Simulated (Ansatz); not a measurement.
# CH₃FSi (SMILES C[Si]F): single points off equilibrium

A test off equilibrium: a structure displaced at random from a GFN2-xTB minimum is computed at several levels, and each is set against CCSD(T).

Program: Ansatz 0.2.0, Gaussian basis. Level of theory: single points in def2-TZVPP. These are calculated values, not measurements.

Cores are frozen in the correlated methods.

**1. Starting geometry**

6 atoms, charge 0, spin multiplicity 1.

Atoms are counted from 1 here; the program's logs count them from 0.

Bond lengths: C1–Si2 1.904 Å, C1–H4 1.098 Å, C1–H5 1.099 Å, C1–H6 1.067 Å, Si2–F3 1.657 Å. Angles: Si2–C1–H4 112.2°, Si2–C1–H5 107.9°, Si2–C1–H6 112.6°, H4–C1–H5 109.9°, H4–C1–H6 104.9°, H5–C1–H6 109.3°, C1–Si2–F3 94.2°.

Coordinates:

```xyz
6
charge 0, multiplicity 1
C    -0.2948    0.3698   -0.1904
Si    0.4552   -0.5889    1.2732
F     1.3677   -1.5846    0.3130
H    -0.9922    1.1510    0.1389
H     0.5322    0.8216   -0.7567
H    -0.8675   -0.2548   -0.8390
```

**2. CCSD(T)/def2-TZVPP**

Input file run/in.yaml:

```yaml
crystal:
  periodic: [false, false, false]
  atoms:
    - {symbol: C, position_ang: [-0.294800, 0.369800, -0.190400]}
    - {symbol: Si, position_ang: [0.455200, -0.588900, 1.273200]}
    - {symbol: F, position_ang: [1.367700, -1.584600, 0.313000]}
    - {symbol: H, position_ang: [-0.992200, 1.151000, 0.138900]}
    - {symbol: H, position_ang: [0.532200, 0.821600, -0.756700]}
    - {symbol: H, position_ang: [-0.867500, -0.254800, -0.839000]}
basis:
  gaussian: {orbitals: def2-TZVPP}
correlation: {method: ccsd_t}
output: {forces: true}
```

The command line of these runs was not kept.

**3. PBE0-D4/def2-TZVPP**

run/in.yaml: that of step 2 with these lines changed.

```diff
@@ -11,3 +11,3 @@
   gaussian: {orbitals: def2-TZVPP}
-correlation: {method: ccsd_t}
-output: {forces: true}
+hamiltonian: {xc: pbe0, dispersion: d4}
+output: {forces: true, orbitals: {seedname: orbitals}}
```

**4. wB97M-V/def2-TZVPP**

run/in.yaml: that of step 3 with these lines changed.

```diff
@@ -11,3 +11,3 @@
   gaussian: {orbitals: def2-TZVPP}
-hamiltonian: {xc: pbe0, dispersion: d4}
-output: {forces: true, orbitals: {seedname: orbitals}}
+hamiltonian: {xc: {name: wB97M-V}}
+output: {forces: true}
```

**5. r2SCAN-D4/def2-TZVPP**

run/in.yaml: that of step 4 with these lines changed.

```diff
@@ -11,3 +11,3 @@
   gaussian: {orbitals: def2-TZVPP}
-hamiltonian: {xc: {name: wB97M-V}}
+hamiltonian: {xc: r2scan, dispersion: d4}
 output: {forces: true}
```

**6. PBE-D4/def2-TZVPP**

run/in.yaml: that of step 5 with these lines changed.

```diff
@@ -11,3 +11,3 @@
   gaussian: {orbitals: def2-TZVPP}
-hamiltonian: {xc: r2scan, dispersion: d4}
+hamiltonian: {xc: pbe, dispersion: d4}
 output: {forces: true}
```

**7. revPBE-D4/def2-TZVPP**

run/in.yaml: that of step 6 with these lines changed.

```diff
@@ -11,3 +11,3 @@
   gaussian: {orbitals: def2-TZVPP}
-hamiltonian: {xc: pbe, dispersion: d4}
+hamiltonian: {xc: {name: revPBE}, dispersion: d4}
 output: {forces: true}
```

**8. CAM-B3LYP-D4/def2-TZVPP**

run/in.yaml: that of step 7 with these lines changed.

```diff
@@ -11,3 +11,3 @@
   gaussian: {orbitals: def2-TZVPP}
-hamiltonian: {xc: {name: revPBE}, dispersion: d4}
+hamiltonian: {xc: {name: CAM-B3LYP}, dispersion: d4}
 output: {forces: true}
```

(Steps that only read results are left out.)

What does the calculation give? Wanted: energy less free atoms, CCSD(T)/def2-TZVPP; RMS force component; RMS force error; HOMO and LUMO, PBE0-D4; T1 diagnostic.

**Answer**, as computed:

```
                                  quantity                                                                                                  value
energy less free atoms, CCSD(T)/def2-TZVPP                                                                                             -22.219 eV
                       RMS force component                                                                   0.458 to 0.553 eV/Å over the methods
                           RMS force error  PBE0-D4 0.045, wB97M-V 0.077, r2SCAN-D4 0.057, PBE-D4 0.244, revPBE-D4 0.297, CAM-B3LYP-D4 0.060 eV/Å
                    HOMO and LUMO, PBE0-D4                                                                                     -6.78 and -2.24 eV
                             T1 diagnostic                                                                                                  0.014
```

Against CCSD(T) the functionals' energies less atoms differ by -0.882 to -0.340 eV, PBE-D4 by -0.882 eV. The reference is not at the basis limit: in triple zeta CCSD(T) underbinds, which counts against methods that bind more; the gaps are no ranking. The forces of PBE0-D4 come nearest to CCSD(T), those of revPBE-D4 are farthest. Frozen-core CCSD(T) forces in triple zeta carry basis errors of their own, and this is one geometry, so small gaps rank nothing. The restricted Hartree–Fock reference is unstable towards an unrestricted one at one or more of these structures.
